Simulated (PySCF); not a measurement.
## The first ionisation energy along the noble gases

All values are computed (PySCF 2.14, energy differences of UHF-based or UKS calculations, no spin-orbit coupling). Values in eV. The last column holds reference values (NIST; (s) semi-empirical, (t) theoretical, else measured). Unmarked ones compare directly (S terms, centres of terms, or small fine structure); those marked * lie between the lowest fine-structure levels and include a spin-orbit shift.

```csv
element,configurations,UHF,MP2 (valence),SCS-MP2 (valence),CCSD (valence),CCSD(T) (valence),reference
"He (Sapporo-DZP-2012, spin-free X2C)",1s2 → 1s1,23.443,24.185,24.333,24.380,24.380,24.587
"Ne (Sapporo-DZP-2012, spin-free X2C)",[Ne] → [He] 2s2 2p5,19.634,21.176,21.028,20.955,20.955,21.597
"Ar (Sapporo-DZP-2012, spin-free X2C)",[Ar] → [Ne] 3s2 3p5,14.615,15.533,15.424,15.343,15.352,15.819
```

Task: Which of these methods has the smallest mean absolute error against the measured values here?

Result: MP2 (valence), with 0.370 eV.

| method | elements | mean error (eV) | mean absolute error (eV) | largest error (eV) |
| --- | --- | --- | --- | --- |
| UHF | 3 | -1.437 | 1.437 | -1.963 |
| MP2 (valence) | 3 | -0.370 | 0.370 | -0.421 |
| SCS-MP2 (valence) | 3 | -0.406 | 0.406 | -0.568 |
| CCSD (valence) | 3 | -0.441 | 0.441 | -0.642 |
| CCSD(T) (valence) | 3 | -0.439 | 0.439 | -0.642 |

Errors include the incompleteness of the basis and the frozen core.

"Valence" correlates the outer s and p shells and, in groups 3 to 12 and the f block, the outer d or f shell, open or full, or the next shell where the ion has no valence electron left; the wider scheme adds the next inner shell.
